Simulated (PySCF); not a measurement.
NaB: energy against distance

Set-up: basis Na def2-SVP, B def2-SVP; no relativity; PySCF 2.14. Energies in eV from Na + B in their ground configurations at the same level. State: ³Π (triplet), unpaired electrons σ ↑, π ↑.

All columns are PBE0. A positive dipole means Na(−)B(+).

```csv
R (Å),E (eV),μ (D),Mulliken charge on Na (basis-dependent),HOMO (eV),LUMO (eV),Mayer bond order,⟨S²⟩
2.145,-0.694,-5.52,0.54,-3.94,-1.54,0.76,2.00
2.245,-0.847,-5.69,0.51,-3.87,-1.47,0.79,2.00
2.344,-0.932,-5.83,0.48,-3.81,-1.42,0.82,2.00
2.419,-0.961,-5.91,0.45,-3.78,-1.43,0.83,2.00
2.494,-0.969,-5.98,0.43,-3.76,-1.47,0.84,2.00
2.569,-0.961,-6.03,0.41,-3.75,-1.52,0.85,2.00
2.669,-0.932,-6.06,0.38,-3.74,-1.57,0.84,2.01
2.793,-0.875,-6.07,0.36,-3.74,-1.63,0.82,2.01
2.943,-0.792,-6.00,0.33,-3.77,-1.70,0.77,2.01
3.142,-0.674,-5.82,0.31,-3.84,-1.78,0.70,2.01
```

A fit through these points gives, at Re = 2.490 Å, μ = -5.98 D and dμ/dR = -0.790 D/Å; the reduced mass is 7.444 u.

How strong is the fundamental in the double-harmonic approximation, I = 42.26·(dμ/dR)²/μred km/mol?

I = 42.26·(-0.790)²/7.444 = 3.54 km/mol at PBE0.

The state is the lowest determinant that a PBE0 search found; another state may lie lower at other levels.
